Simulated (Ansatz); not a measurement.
Geometry optimisation, RKS r2SCAN-D4/def2-mTZVP (Ansatz).

input.yaml

```yaml
crystal:
  periodic: [false, false, false]
  atoms:
    - { symbol: Cl, position_ang: [-0.18251, 0.80207, -2.04554] }
    - { symbol: C, position_ang: [0.30078, 0.03573, -0.44515] }
    - { symbol: Cl, position_ang: [1.90138, -0.81057, -0.76679] }
    - { symbol: H, position_ang: [0.64665, 0.93406, 0.12491] }
total_charge: -1
basis:
  gaussian: { orbitals: def2-mTZVP }
hamiltonian:
  xc: r2scan
  dispersion: d4
relax:
  f_tol: 0.015
  max_steps: 40
```

Launched with:

```bash
$ ansatz run input.yaml --threads 1 --pin off --max-ram 2048MiB --backend cpu --events-out ev --progress --plain --runs-dir out
```

**Question.** Where does it end, and by what steps?

**Answer.** It converged. Limits of this set-up: an anion without diffuse functions, the dipole of an ion depends on the origin. After 6 steps the energy has fallen by 0.165 eV; Cl3 moved furthest, 0.09 Å.

```
step  energy less start (eV)  largest force component (eV/Å)  accepted
   0                  0.0000                           1.490       yes
   1                 -0.0874                           1.030       yes
   2                 -0.1585                           0.242       yes
   3                 -0.1557                           0.344        no
   4                 -0.1643                           0.053       yes
   5                 -0.1647                           0.020       yes
   6                 -0.1647                           0.001       yes
```

```xyz
4
Properties=species:S:1:pos:R:3
Cl -0.226 0.868 -2.087
C 0.246 0.008 -0.390
Cl 1.979 -0.839 -0.734
H 0.667 0.925 0.080
```

The run took 19 s on 1 CPU thread of a shared host.
